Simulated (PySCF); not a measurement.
Geometries of 2 isomers of C3H4F2, from PBE0-D3(BJ)/def2-SVP geometry optimisation, gas phase (PySCF 2.14.0). One conformer each, no zero-point energy, no frequencies.

Problem. Which is lower in electronic energy at this level?
A.
```xyz
9
angstrom
F      1.197   -1.488   -0.789
C      1.340   -0.274   -0.264
C      0.309    0.455    0.154
C     -1.115    0.023    0.086
F     -1.716    0.148    1.317
H      2.385    0.047   -0.226
H      0.524    1.444    0.567
H     -1.673    0.655   -0.627
H     -1.189   -1.024   -0.247
```
B.
```xyz
9
angstrom
F     -0.489   -1.694    0.841
C     -0.297   -0.780   -0.138
C      0.886    0.134   -0.055
C     -0.500    0.653    0.178
F     -1.067    1.449   -0.758
H     -0.611   -1.133   -1.126
H      1.538    0.052    0.819
H      1.380    0.394   -0.994
H     -0.790    0.914    1.202
```

Solution. A. That is `F/C=C\CF`, 4.2 kcal/mol below the other.

```tsv
SMILES	atoms numbered as above	E (Eh)	relative (kcal/mol)	relative (kJ/mol)	dipole (D)
F/C=C\CF	[F:1]/[CH:2]=[CH:3]\[CH2:4][F:5]	-315.80397	0.0	0.0	1.83
F[C@@H]1C[C@H]1F	[F:1][C@@H:2]1[CH2:3][C@H:4]1[F:5]	-315.79731	4.2	17.5	1.03
```

As drawn, the lower has a C=C bond outside aromatic rings, which the higher lacks; the higher has a three-membered ring, which the lower lacks.
